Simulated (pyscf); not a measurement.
H₂O + H₂N–Si(OH)(OH)–F → HO–Si(OH)(OH)–F + NH₃, a four-centre exchange (singlet surface; H–O, N–Si broken, O–Si, H–N formed). Optimised with ωB97X-D3(BJ)/def2-SVP in PySCF. Energies in kcal/mol from the separated reactants.

Small-basis levels: PySCF, no dispersion term, spherical d functions. AM1 to PM7: differences of heats of formation from MOPAC. Cost: rough CPU time at the saddle relative to B3LYP/6-31G*, from one job on a shared machine.

```json
[
 {"level": "MP2/6-31G*", "barrier": "14.2", "reaction energy": "-12.1", "cost": "0.1"},
 {"level": "SVWN5/6-31G*", "barrier": "-8.0", "reaction energy": "-11.7", "cost": "1"},
 {"level": "PBE/6-31G*", "barrier": "5.7", "reaction energy": "-12.2", "cost": "2"},
 {"level": "B3LYP/3-21G", "barrier": "-13.8", "reaction energy": "-9.7", "cost": "0.7"},
 {"level": "B3LYP/6-31G*", "barrier": "(withheld)", "reaction energy": "-13.1", "cost": "1"},
 {"level": "B3LYP/6-311+G**", "barrier": "21.8", "reaction energy": "-8.1", "cost": "2"},
 {"level": "AM1", "barrier": "(withheld)", "reaction energy": "+8.8", "cost": "under 0.02"},
 {"level": "ωB97M-D3(BJ)/def2-TZVP", "barrier": "(withheld)", "reaction energy": "-10.6", "cost": "–"}
]
```

### Question
Fill in the missing entries.

### Answer

- B3LYP/6-31G*, barrier: 13.2
- AM1, barrier: 32.5
- ωB97M-D3(BJ)/def2-TZVP, barrier: 18.2

Against the last row the barrier runs from -32.0 (B3LYP/3-21G) to +14.3 kcal/mol (AM1). At SVWN5/6-31G*, B3LYP/3-21G this geometry lies under one side, so the entry may be no barrier of that level: it is a single point on another level's saddle. ωB97M-D3(BJ)/def2-TZVP has limits of its own. On the reactant side the descent ends in a bound adduct (not fully relaxed), 9.6 kcal/mol under the separated species and 27.9 kcal/mol under the saddle at ωB97X-D3(BJ)/def2-TZVP. On the product side the descent ends in an adduct with a N–Si contact, 8.5 kcal/mol under the separated species and 37.0 kcal/mol under the saddle at ωB97X-D3(BJ)/def2-TZVP. What is counted as broken (N–Si) persists as a longer contact in the product adduct; parting that adduct is a step of its own. One saddle was located; it need not be the lowest between these sides.
